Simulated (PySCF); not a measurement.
**doublet C3H5F+: levels of theory compared**

Aim: a comparison of 6 runs (UHF/STO-3G, UHF/3-21G, UB3LYP/6-31G*, U-wB97M-V/def2-SVP, UB2PLYP/def2-SVP, USCS-MP2/def2-SVP) of doublet C3H5F+. 

Program for the calculation: PySCF 2.14.0.

3 further runs of the same task are left out: 3 set aside as unsound or not needed.

## (1) The molecule

C3H5F+ has 9 atoms, charge +1, and is taken as a doublet. As SMILES of the parent species, `C=CCF`. The coordinates come from a PBE0-D4/def2-TZVP relaxation. That shape belongs to the parent species and isn't relaxed for this state.

Bond lengths: C1–C2 1.324 Å, C2–C3 1.486 Å, C3–F4 1.387 Å, C1–H5 1.084 Å, C1–H6 1.086 Å, C2–H7 1.087 Å, C3–H8 1.096 Å, C3–H9 1.094 Å. Some angles: C1–C2–C3 123.6°, C2–C3–F4 110.3°, C1–C2–H7 120.6°, C3–C2–H7 115.9°, C2–C1–H5 121.7°, C2–C1–H6 121.3°, C2–C3–H8 111.1°, C2–C3–H9 111.2°, F4–C3–H8 106.9°, F4–C3–H9 108.2°.

## (2) A single-point energy at UHF/STO-3G (run 1)

input.py

```python
from pyscf import gto

system = gto.Mole()
system.atom = '''
C     -1.092262     2.121218    -1.148953
C      0.666128     0.407047    -0.667829
C      0.378890    -1.611558     1.263282
F      0.813527    -3.965023     0.193319
H     -0.798409     3.607865    -2.525997
H     -2.894494     2.105155    -0.168375
H      2.456266     0.435960    -1.675242
H      1.757067    -1.381012     2.791503
H     -1.524631    -1.610614     2.068683
'''
system.unit = 'bohr'
system.charge = 1
system.max_memory = 1860
system.spin = 1
system.basis = 'sto-3g'
system.verbose = 4
system.build()

calc0 = system.UHF()
calc0.conv_tol = 1e-10
calc0.kernel()
if not calc0.converged:
    calc0 = calc0.newton().run(calc0.mo_coeff, calc0.mo_occ)

energy = calc0.e_tot
print('Final energy', energy)
```

Started as:

```sh
OMP_NUM_THREADS=1 python input.py
```

The program printed:

```text
PySCF version 2.14.0

[... 101 lines left out ...]
converged SCF energy = -212.818196707809  <S^2> = 0.75499395  2S+1 = 2.0049877
Final energy -212.81819670780868
```

Run time: 0.62 s. Hardware: 1 thread of Arm Neoverse V2, shared host; peak memory 0.12 GiB.

## (3) A single-point energy at UHF/3-21G (run 2)

job.py

```python
from pyscf import gto

system = gto.M(
    atom='''
C   -0.578000   1.122500  -0.608000
C    0.352500   0.215400  -0.353400
C    0.200500  -0.852800   0.668500
F    0.430500  -2.098200   0.102300
H   -0.422500   1.909200  -1.336700
H   -1.531700   1.114000  -0.089100
H    1.299800   0.230700  -0.886500
H    0.929800  -0.730800   1.477200
H   -0.806800  -0.852300   1.094700
''',
    charge=1,
    max_memory=1860,
    verbose=4,
    spin=1,
    basis='3-21g',
)

myscf = system.UHF()
myscf.conv_tol = 1e-10
myscf.kernel()
if not myscf.converged:
    myscf = myscf.newton().run(myscf.mo_coeff, myscf.mo_occ)

energy = myscf.e_tot
print('Final energy', energy)
```

Started as:

```sh
OMP_NUM_THREADS=1 python job.py
```

The program printed:

```text
PySCF version 2.14.0

[... 105 lines left out ...]
converged SCF energy = -214.392385730212  <S^2> = 0.75418196  2S+1 = 2.0041776
Final energy -214.39238573021217
```

Wall time 0.74 s (1 thread of Arm Neoverse V2, shared host); peak memory 0.12 GiB.

Runs 3 to 5 aren't shown in full; the table further down has their settings and results.

## (4) The energy at USCS-MP2/def2-SVP (run 6)

run.py

```python
from pyscf import gto, scf, mp

mol = gto.M(
    atom='''
C     -0.578000     1.122500    -0.608000
C      0.352500     0.215400    -0.353400
C      0.200500    -0.852800     0.668500
F      0.430500    -2.098200     0.102300
H     -0.422500     1.909200    -1.336700
H     -1.531700     1.114000    -0.089100
H      1.299800     0.230700    -0.886500
H      0.929800    -0.730800     1.477200
H     -0.806800    -0.852300     1.094700
''',
    max_memory=1860,
    charge=1,
    verbose=3,
    basis='def2-svp',
    spin=1,
)

mf = scf.UHF(mol)
mf.conv_tol = 1e-10
mf.kernel()
if not mf.converged:
    mf = mf.newton().run(mf.mo_coeff, mf.mo_occ)

pt = mp.MP2(mf, frozen=4).run()
e_final = mf.e_tot + 1.2 * pt.e_corr_os + pt.e_corr_ss / 3
print('Final energy', e_final)
```

Started as:

```sh
OMP_NUM_THREADS=1 python run.py
```

The program printed:

```text
converged SCF energy = -215.417313159239  <S^2> = 0.75450541  2S+1 = 2.0045003
E(UMP2) = -215.95405079644  E_corr = -0.536737637201242
E(SCS-UMP2) = -215.950112464461  E_corr = -0.532799305222147
Final energy -215.9501124644613
```

Wall time 2.1 s (1 thread of Arm Neoverse V2, shared host); peak memory 0.19 GiB.

## (5) All runs side by side

| run | level | integration grid | nlc grid | energy (Eh) | HOMO energy (eV) | LUMO energy (eV) | ⟨S²⟩ | wall time |
| --- | --- | --- | --- | --- | --- | --- | --- | --- |
| 1 | UHF/STO-3G | – | – | -212.818197 | -17.50 | -6.60 | 0.755 | 0.62 s |
| 2 | UHF/3-21G | – | – | -214.392386 | -19.38 | -8.14 | 0.754 | 0.74 s |
| 3 | UB3LYP/6-31G* (spherical functions) | 5 | – | -216.751178 | -15.20 | -12.92 | 0.752 | 26 s |
| 4 | U-wB97M-V/def2-SVP | 5 | 1 | -216.489085 | -17.89 | -10.67 | 0.753 | 2.6 min |
| 5 | UB2PLYP/def2-SVP | 5 | – | -216.371177 | -17.10 | -11.15 | 0.753 | 32 s |
| 6 | USCS-MP2/def2-SVP | – | – | -215.950112 | -19.64 | -7.93 | 0.755 | 2.1 s |

## (6) Results

```
                                                         quantity          value
                                              run 6: total energy  -215.95011 Eh
run 6: HOMO energy (Hartree–Fock orbitals) (highest over α and β)      -19.64 eV
 run 6: LUMO energy (Hartree–Fock orbitals) (lowest over α and β)       -7.93 eV
               run 6: correlation energy (4 core orbitals frozen)     -532.8 mEh
                         run 6: ⟨S²⟩ of the reference determinant          0.755
```

In words: Totals of different functionals can't be ranked against each other. In run 1 the basis is minimal, so the values are rough. All runs together took 3.6 min, the longest 2.6 min.
